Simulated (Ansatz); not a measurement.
# [Br···H···F], doublet along the distance Br1-H2

Starting geometry:

```xyz
3

Br    0.0000    0.0000   -1.4779
H     0.0000    0.0000   -0.0573
F     0.0000    0.0000    1.5351
```

From there H2 is moved from one fragment to the other while all else, the fragments' distance too, stays fixed, so the hump isn't the reaction's barrier; atoms are numbered as listed. Energies are in kJ/mol, counted from the starting geometry at the same level.

Basis cc-pVDZ; Ansatz 0.2.0. Correlated methods freeze the noble-gas cores and the filled d shells of p-block atoms. R marks a restricted (for open shells ROHF) determinant, U an unrestricted one. No spin–orbit coupling is included, and no scalar relativity.

Unrestricted rows (U) aren't spin-pure: their determinants' ⟨S²⟩ exceeds S(S+1) by up to 0.13, so they mix in states of higher spin. Coupled cluster chose its determinant by trial CCSD, here up to 0.29 eV above the lowest Hartree–Fock solution of its kind. The reference follows the lowest state, whose symmetry changes from Σ⁺ or Δ to Π between 1.717 and 1.816.

Full CI isn't at hand for all of this; UCCSDT(Q) serves as the reference, and is uncertain by about the last step of the cluster series. The frozen core follows each run's orbitals, which can shift R against U totals by a few meV for light atoms and by up to 0.1 eV past Ca.

```json
{"distance Br1-H2 (Å)": "1.321", "UCCSDT(Q)": "14.7", "error UCCSD": "-1.2", "error RCCSD(T)": "-0.3", "error UCCSD(T)": "-0.3", "error RCCSDT": "-0.1", "error UCCSDT": "-0.1", "error RCCSDT(Q)": "0.0"}
{"distance Br1-H2 (Å)": "1.421", "UCCSDT(Q)": "0.0", "error UCCSD": "0.0", "error RCCSD(T)": "0.0", "error UCCSD(T)": "0.0", "error RCCSDT": "0.0", "error UCCSDT": "0.0", "error RCCSDT(Q)": "0.0"}
{"distance Br1-H2 (Å)": "1.520", "UCCSDT(Q)": "6.1", "error UCCSD": "2.0", "error RCCSD(T)": "0.6", "error UCCSD(T)": "0.6", "error RCCSDT": "0.2", "error UCCSDT": "0.2", "error RCCSDT(Q)": "0.0"}
{"distance Br1-H2 (Å)": "1.618", "UCCSDT(Q)": "12.8", "error UCCSD": "4.7", "error RCCSD(T)": "1.7", "error UCCSD(T)": "1.4", "error RCCSDT": "0.7", "error UCCSDT": "0.6", "error RCCSDT(Q)": "0.0"}
{"distance Br1-H2 (Å)": "1.717", "UCCSDT(Q)": "0.2", "error UCCSD": "6.1", "error RCCSD(T)": "2.6", "error UCCSD(T)": "2.0", "error RCCSDT": "1.3", "error UCCSDT": "1.1", "error RCCSDT(Q)": "-0.1"}
{"distance Br1-H2 (Å)": "1.816", "UCCSDT(Q)": "-58.9", "error UCCSD": "3.0", "error RCCSD(T)": "1.1", "error UCCSD(T)": "0.9", "error RCCSDT": "1.1", "error UCCSDT": "1.0", "error RCCSDT(Q)": "0.2"}
{"distance Br1-H2 (Å)": "1.915", "UCCSDT(Q)": "-118.0", "error UCCSD": "1.3", "error RCCSD(T)": "0.7", "error UCCSD(T)": "0.6", "error RCCSDT": "0.9", "error UCCSDT": "0.8", "error RCCSDT(Q)": "0.1"}
{"distance Br1-H2 (Å)": "2.014", "UCCSDT(Q)": "-164.6", "error UCCSD": "0.0", "error RCCSD(T)": "0.5", "error UCCSD(T)": "0.3", "error RCCSDT": "0.7", "error UCCSDT": "0.6", "error RCCSDT(Q)": "0.1"}
{"distance Br1-H2 (Å)": "2.113", "UCCSDT(Q)": "-179.6", "error UCCSD": "-1.2", "error RCCSD(T)": "0.2", "error UCCSD(T)": "0.0", "error RCCSDT": "0.5", "error UCCSDT": "0.4", "error RCCSDT(Q)": "0.1"}
```

Errors are those of relative energies. In total energy the starting point itself misses UCCSDT(Q) by: UCCSD 11.5, RCCSD(T) 2.1, UCCSD(T) 2.1, RCCSDT 1.1, UCCSDT 1.0, RCCSDT(Q) 0.1 kJ/mol.

Spread of the error over the points with a reference, to 2.113 Å (largest less smallest): RCCSDT(Q) 0.3, UCCSDT 1.2, RCCSDT 1.5, UCCSD(T) 2.3, RCCSD(T) 2.9, UCCSD 7.3 kJ/mol.
